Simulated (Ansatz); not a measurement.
# Worked example: correlation energy of AlF$_{3}$, singlet

Geometry: displaced at random from a stationary point.

```json
{"atom": "Al", "x (Å)": "0.0584", "y (Å)": "0.0215", "z (Å)": "-0.0083"}
{"atom": "F", "x (Å)": "1.5226", "y (Å)": "0.0426", "z (Å)": "0.0032"}
{"atom": "F", "x (Å)": "-0.8553", "y (Å)": "1.4018", "z (Å)": "-0.0074"}
{"atom": "F", "x (Å)": "-0.7502", "y (Å)": "-1.4749", "z (Å)": "0.0160"}
```

Basis cc-pVDZ; Ansatz 0.2.0. Only valence electrons are correlated (noble-gas cores frozen), which leaves 24 electrons in 52 orbitals. R marks a restricted (for open shells ROHF) determinant.

Full CI isn't at hand for all of this; RCCSDT(Q) serves as the reference, and is uncertain by about the last step of the cluster series.

Runs differ by some tens of microhartree through their thresholds, so steps under 0.03 kcal/mol mean nothing.

```csv
level,total energy (hartree)
RHF,-540.423928
RMP2,-541.042982
RCCSD,-541.046033
RCCSD(T),-541.054655
RCCSDT,-541.055032
RCCSDT(Q),-541.056532
```

Question: What is the correlation energy at RCCSDT(Q), and what share of it do RMP2 and RCCSD recover?

Answer: E(corr) = -541.056532 − (-540.423928) = -0.632604 hartree = -17.214 eV. RMP2: -0.619054 / -0.632604 = 97.86 %. RCCSD: -0.622105 / -0.632604 = 98.34 %.

Question: By how many kcal/mol does RCCSD(T) miss RCCSDT(Q) (1 hartree = 627.509 kcal/mol), and which steps make up the rest?

Answer: -541.054655 − (-541.056532) = 0.001877 hartree = 1.18 kcal/mol. Steps: RCCSDT − RCCSD(T) = -0.24, RCCSDT(Q) − RCCSDT = -0.94 kcal/mol. Differences between like states or geometries often cancel part of this.
